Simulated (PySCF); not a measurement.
## 1,4-dioxane: calculation against experiment

**Measured values to compare with.**

From NIST CCCBDB Release 22 (SRD 101), experimental polarizabilities, for the gas: mean polarisability 8.43 Å³.

The runs below try to reproduce these values; the comparison stands at the end.

Compound: 1,4-dioxane, C4H8O2.
SMILES with atom numbers: `[CH2:1]1[CH2:2][O:3][CH2:4][CH2:5][O:6]1` (hydrogens: H7, H8 on C1; H9, H10 on C2; H11, H12 on C4; H13, H14 on C5)

Cartesian coordinates in Å at the GFN2-xTB level; atoms count from 1:
```xyz
14
C4H8O2 angstrom
C      0.0698    1.3854    0.0800
C      1.2805    0.4674    0.2668
O      0.8791   -0.7894    0.7701
C     -0.0700   -1.3858   -0.0887
C     -1.2810   -0.4676   -0.2732
O     -0.8796    0.7886   -0.7782
H     -0.3892    1.5868    1.0600
H      0.3625    2.3256   -0.3890
H      1.7906    0.3358   -0.6997
H      1.9772    0.8839    0.9954
H     -0.3614   -2.3271    0.3789
H      0.3883   -1.5850   -1.0695
H     -1.9795   -0.8844   -0.9999
H     -1.7878   -0.3347    0.6949
```

The PySCF runs (gas phase, on this GFN2-xTB geometry; no spin–orbit coupling):

```csv
level,job,basis functions
CAM-B3LYP/def2-SVPD,"8 singlets by full TDDFT, 3 Tamm–Dancoff triplets, polarisability",190
PBE0/6-31G*,"6 singlets by full TDDFT, 2 Tamm–Dancoff triplets, polarisability",100
```

All basis functions are spherical.

**Comparison with experiment**

**Mean polarisability.** Measured: 8.43 Å³ (NIST CCCBDB Release 22 (SRD 101), experimental polarizabilities).

| level | computed (Å³) | computed − measured (Å³) | % (from the printed values) |
| --- | --- | --- | --- |
| CAM-B3LYP/def2-SVPD | 8.14 | -0.29 | -3 |
| PBE0/6-31G* | 6.94 | -1.49 | -18 |

Closest is CAM-B3LYP/def2-SVPD (-0.29 Å³), furthest PBE0/6-31G* (-1.49 Å³); one molecule doesn't rank methods. The computed values are static and purely electronic, with core orbitals frozen in the response (1 au = 0.148185 Å³). The table of measured values doesn't say here whether a value is static or optical, or holds a vibrational part.

The geometry is computed, not the measured one. Where a level misses, the cause wasn't examined.
